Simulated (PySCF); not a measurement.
## Atomic charges by several schemes

Compound: C2H4F2S.
Cartesian coordinates in Å at the PBE0-D3(BJ)/def2-SVP level; atoms count from 1:
```
atom  x, y, z in Å
F1     0.5162    0.7989    1.5832
C2     0.6957   -0.3832    0.9274
S3    -0.7795   -0.9196    0.0476
C4    -0.7562    0.3099   -1.2656
F5     0.2448    0.0982   -2.1686
H6     0.9344   -1.1803    1.6491
H7     1.5211   -0.2705    0.2069
H8    -1.7340    0.2471   -1.7686
H9    -0.6294    1.3086   -0.8184
```

Density: PBE0/pcSseg-1 (PySCF); schemes: Mulliken, IAO, Hirshfeld and ESP-fitted. One conformer (not necessarily the lowest) at the PBE0-D3(BJ)/def2-SVP geometry, without solvent, vibrations or thermal averaging.

Q: For which atoms does the sign change between the 4 schemes (beyond +0.03 e in one, beyond −0.03 e in another)?

A: C2, S3 and C4. Atomic charges aren't observables, and each scheme defines them in its own way.

Q: Which atoms carry the lowest charge in the Mulliken, IAO, Hirshfeld and ESP-fitted schemes?

A: All schemes pick atoms of one kind: Mulliken F5 (-0.315); IAO F5 (-0.310); Hirshfeld F5 (-0.117); ESP-fitted F1 (-0.180).

Q: Tabulate the Mulliken, IAO, Hirshfeld and ESP-fitted charges.

A: In e:

| atom | environment | Mulliken | IAO | Hirshfeld | ESP-fitted |
| --- | --- | --- | --- | --- | --- |
| F1 | alkyl fluorine | -0.314 | -0.309 | -0.116 | -0.180 |
| C2 | sp3 C–F carbon | +0.033 | -0.060 | +0.015 | -0.055 |
| S3 | sulfide sulfur | -0.036 | +0.104 | -0.003 | -0.159 |
| C4 | sp3 C–F carbon | +0.033 | -0.060 | +0.015 | -0.068 |
| F5 | alkyl fluorine | -0.315 | -0.310 | -0.117 | -0.179 |
| H6 | methylene hydrogen | +0.150 | +0.162 | +0.055 | +0.171 |
| H7 | methylene hydrogen | +0.149 | +0.155 | +0.048 | +0.144 |
| H8 | methylene hydrogen | +0.150 | +0.162 | +0.055 | +0.176 |
| H9 | methylene hydrogen | +0.149 | +0.156 | +0.048 | +0.149 |

Mean size of the charges over all atoms: IAO 0.164 e, Mulliken 0.148 e, ESP-fitted 0.142 e, Hirshfeld 0.052 e. Each set sums to the total charge, 0, to within 0.001 e. The Hirshfeld scheme weights the molecular density at each point by an atom's share of the summed free-atom densities.

Q: Sum the charges by element, for elements with more than one atom.

A: 
```csv
element,atoms,Mulliken,IAO,Hirshfeld,ESP-fitted
F,2,-0.629,-0.619,-0.233,-0.359
C,2,+0.066,-0.120,+0.031,-0.123
H,4,+0.600,+0.635,+0.205,+0.640
```

Q: How many electrons does the Hirshfeld scheme count on C2?

A: Z − q = 6 − (+0.015) ≈ 5.984.

The run behind these numbers computed NMR shieldings as well. On one thread, Arm Neoverse V1, no GPU, shared host, this took 7.2 s of wall time.
